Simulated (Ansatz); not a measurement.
The input, for Ansatz 0.2.0:

```yaml
crystal:
  periodic: [false, false, false]
  atoms:
    - {symbol: Sb, position_ang: [0.000036, -0.000016, -0.012964]}
    - {symbol: H, position_ang: [1.587283, 0.013487, 0.526454]}
    - {symbol: H, position_ang: [-0.806950, 1.370107, 0.518114]}
    - {symbol: H, position_ang: [-0.784704, -1.381681, 0.521537]}
basis:
  gaussian: {orbitals: def2-SVP}
total_charge: 1
magnetization: {spin_polarized: true, initial_magnetization: 1}
hamiltonian: {xc: {name: B3LYP}}
```

```sh
$ ansatz run in.yaml --threads 1 --pin off --events-out ev --progress --plain --max-ram 3968MiB --backend cpu
```

Output:

```
487 factors; integrals over basis functions are off by at most 4.8e-4 eV
mean field evaluation 1: about -6578.3039 eV, gradient 6.1e0 eV
mean field evaluation 2: about -6578.5679 eV, gradient 2.6e0 eV
mean field evaluation 4: about -6578.6063 eV, gradient 3.6e-1 eV
mean field evaluation 8: about -6578.6271 eV, gradient 1.2e-2 eV
mean field evaluation 16: about -6578.6271 eV, gradient 1.5e-5 eV
mean field -6578.62708304 eV, -241.7600861481 hartree, gradient 1.5e-5 eV, S^2 0.750822; 0 other end points of the search recorded, 0 dependent functions left out
reference -6578.62726735 eV, -241.7600929215 hartree; 13, 12 occupied and 28, 29 virtual orbitals, 487 factors
Total energy: -6578.62726735 eV, -241.7600929215 hartree
```

Ran on 1 thread of AMD EPYC 7R13, shared host: 1.2 s wall, 0.15 GiB peak host memory.
